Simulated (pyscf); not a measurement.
`[O][Si]([OH])([OH])[O][Si]([OH])([OH])[OH]` [doublet] + `[CH4]` → `[OH][Si]([OH])([OH])[O][Si]([OH])([OH])[OH]` + `[CH3]` [doublet], a hydrogen abstraction (doublet surface; C–H broken, H–O formed). Single points on ωB97X-D3(BJ)/def2-SVP structures (PySCF, gas phase). Energies in kJ/mol from the separated reactants.

Small-basis levels: PySCF, no dispersion term, spherical d functions. AM1 to PM7: differences of heats of formation from MOPAC, which are fitted to 298 K values and so differ in kind from electronic energies by zero-point and thermal terms. GFN2-xTB: tblite. Open shells are spin-unrestricted. 

```csv
level,barrier,reaction energy
HF/3-21G,79.0,-6.3
PBE/6-31G*,-1.8,-23.3
B3LYP/STO-3G,9.5,+86.2
B3LYP/6-31G*,19.6,-26.9
B3LYP/def2-SVP,8.0,-49.5
GFN2-xTB,-60.9,-69.8
PM3,50.0,-64.9
ωB97M-D3(BJ)/def2-TZVP,16.7,-61.4
```

Against the last row the barrier runs from -77.6 (GFN2-xTB) to +62.2 kJ/mol (HF/3-21G). At PBE/6-31G*, B3LYP/STO-3G, GFN2-xTB this geometry lies under one side, so the entry may be no barrier of that level: it is a single point on another level's saddle. ωB97M-D3(BJ)/def2-TZVP has limits of its own. One saddle was located; it need not be the lowest between these sides. The angle at the transferred H is 165°.
